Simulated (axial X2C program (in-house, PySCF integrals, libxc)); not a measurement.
## N₂: computed against measured constants

Calculated with an in-house all-electron X2C program for linear molecules (integrals from PySCF). Spin-free means the one-electron spin-free X2C Hamiltonian; two-component (2c) means X2C with spin–orbit coupling and atomic mean-field two-electron Coulomb and Gaunt terms, so the difference of the two also holds small scalar two-electron terms. Basis: N dyall-av3z [7s7p3d2f] (cores contracted in-house); Gaussian nuclei, density fitting, unrestricted open shells. Masses: N 14.003 u.

```
Hamiltonian    level  Re (Å)  ωe (cm⁻¹)  ωexe (cm⁻¹)  De (eV)
  spin-free     PBE0   1.089     2479.6         12.3     9.76
  spin-free       HF   1.066     2730.0         10.9     5.05
  spin-free      MP2   1.113     2189.9         19.1    10.01
  spin-free     CCSD   1.096     2419.0           13     9.12
  spin-free  CCSD(T)   1.103     2341.6         14.1     9.49
  spin-free      PBE   1.103     2349.2         13.1    10.54
         2c     PBE0   1.089     2479.8         12.3     9.76
         2c       HF   1.066     2730.0         10.9     5.06
         2c      MP2   1.113     2190.3           19    10.02
         2c     CCSD   1.096     2419.2           13     9.12
         2c  CCSD(T)   1.103     2341.6         14.1     9.49
         2c      PBE   1.103     2349.4         13.1    10.55
```

De refers to N + N.

Correlated methods: 10 electrons correlated (number of frozen shells: N 1 s), 198 virtual spin orbitals or spinors in MP2, 90 natural virtuals in coupled cluster.

Measured (Huber and Herzberg, Constants of Diatomic Molecules, 1979; state 1Σg+): Re (Å) 1.09769, ωe (cm⁻¹) 2358.57, ωexe (cm⁻¹) 14.324.

Question: Work out the error of each level, computed minus measured.

Answer: 

```
Hamiltonian    level  Re (Å)  ωe (cm⁻¹)  ωexe (cm⁻¹)
  spin-free     PBE0  -0.009      121.0        -2.02
  spin-free       HF  -0.032      371.4        -3.42
  spin-free      MP2   0.015     -168.7         4.78
  spin-free     CCSD  -0.002       60.4        -1.32
  spin-free  CCSD(T)   0.005      -17.0        -0.22
  spin-free      PBE   0.005       -9.4        -1.22
         2c     PBE0  -0.009      121.2        -2.02
         2c       HF  -0.032      371.4        -3.42
         2c      MP2   0.015     -168.3         4.68
         2c     CCSD  -0.002       60.6        -1.32
         2c  CCSD(T)   0.005      -17.0        -0.22
         2c      PBE   0.005       -9.2        -1.22
```

The state is one determinant whose occupation by symmetry is held fixed; it was picked as the lowest of a PBE0 search that is not exhaustive. The closed shell is kept restricted, so the energy runs too high when the bond is stretched far. Dissociation energies refer to the lowest single-determinant-based atoms at the same level and basis. Coupled cluster ran in a truncated set of natural virtual spinors; the MP2 energy of the rest was added. (T) has no such correction and the atoms are truncated less, which lowers De at CCSD(T) by a hundredth of an eV or more.
